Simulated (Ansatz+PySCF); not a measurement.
The numbers below are computed, except where a source is named.
Input for PySCF 2.14.0:

```python
from pyscf import gto, scf, cc

mol = gto.M(atom="""
H 0.000000 0.000000 -0.952410
F 0.000000 0.000000 0.105820
""", basis='6-31g', charge=0, spin=0)
mf = scf.UHF(mol)
mf.kernel()
mycc = cc.CCSD(mf, frozen=1).run()
et = mycc.ccsd_t()
print(mf.e_tot, mycc.e_corr, et, mycc.e_tot + et)
```

The script is written out from the run's settings.

Output:

* Converged: yes
* Reference energy: -99.96801 hartree
* CCSD correlation energy: -0.13807 hartree
* Triples correction: -0.00087 hartree
* Total energy: -100.10694 hartree
